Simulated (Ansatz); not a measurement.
**BNH3 (doublet): from Hartree-Fock to the top rungs at distance B1–N2 = 1.696 Å, cc-pVDZ**

The task here is to estimate one member of a computed series from the others.

The runs use Ansatz 0.2.0, Gaussian basis; cc-pVDZ, core rule «outside noble gas», up to 2 orbitals frozen.

The runs, in order: UHF; CCSD(T) on ROHF; CCSD(T) on UHF; BCCD(T) on ROHF; CISD; CCSDT(Q) on ROHF; CCSDT(Q) on UHF; CASSCF and MRCISD+Q, 3 electrons in 3 orbitals; CASSCF and NEVPT2, 3 electrons in 3 orbitals.

23 further runs of the same task are left out: 2 for a mislabelled method, 11 that didn't finish, 10 set aside as unsound or not needed.

### What is computed

The geometry derives from a PBE0/def2-TZVP stationary point (not a proven minimum). One bond is set to the value named and the two fragments are kept rigid.

5 atoms, charge 0, spin multiplicity 2.

Atoms are counted from 1 here; the program's logs count them from 0.

Bond lengths: B1–N2 1.696 Å, B1–H3 1.195 Å, N2–H4 1.011 Å, N2–H5 1.007 Å. Angles: N2–B1–H3 125.1°, B1–N2–H4 123.7°, B1–N2–H5 123.2°, H4–N2–H5 113.1°.

Set-up of the first run:

Contents of in.yaml:

```yaml
crystal:
  periodic: [false, false, false]
  atoms:
    - {symbol: B, position_ang: [0.000000, -0.213120, 0.968851]}
    - {symbol: N, position_ang: [0.000000, 0.092000, -0.699477]}
    - {symbol: H, position_ang: [0.000000, 0.624502, 1.821570]}
    - {symbol: H, position_ang: [0.000000, 1.020319, -1.099689]}
    - {symbol: H, position_ang: [0.000000, -0.637390, -1.393435]}
basis:
  gaussian: {orbitals: cc-pVDZ}
magnetization: {spin_polarized: true, initial_magnetization: 1}
hamiltonian: {xc: hf}
output: {orbitals: {seedname: orbitals}}
```

Launch:

```bash
$ ansatz run in.yaml --threads 1 --pin off --events-out ev --progress --plain --max-ram 2393MiB
```

Steps of the session up to this table: UHF; CCSD(T) on ROHF; CCSD(T) on UHF; BCCD(T) on ROHF; CISD; CCSDT(Q) on ROHF; CCSDT(Q) on UHF; CASSCF and MRCISD+Q, 3 electrons in 3 orbitals; CASSCF and NEVPT2, 3 electrons in 3 orbitals.

One of the session's tables, all rows but one given; the rest of the session is left out.

It belongs to the step «Misses and costs». 

| method | from UCCSDT(Q) (meV) |
| --- | --- |
| ROHF | +7583.0 |
| UHF | +7550.3 |
| RMP2 | +957.7 |
| UMP2 | +945.7 |
| CISD | +802.1 |
| RCCSD | +273.7 |
| UCCSD | ? |
| RCCSD(T) | +47.8 |
| UCCSD(T) | +47.7 |
| BCCD(T) | +49.0 |
| RCCSDT | +21.3 |
| UCCSDT | +21.3 |
| RCCSDT(Q) | +4.1 |
| UCCSDT(Q) | 0 |
| CASSCF pair | +7095.4 |
| NEVPT2 pair | +979.7 |
| MRCISD pair | +711.4 |
| MRCISD+Q pair | +120.0 |

Estimate the missing values for UCCSD.

The run gave: from UCCSDT(Q) (meV): +273.6. In the column «from UCCSDT(Q) (meV)» it lies between MRCISD+Q pair (+120.0) and RCCSD (+273.7).

Caveats from the session: Restricted and unrestricted rows rest on different reference determinants; where their highest levels disagree by more than a few hundredths of an eV, they describe different states and don't form one ladder.
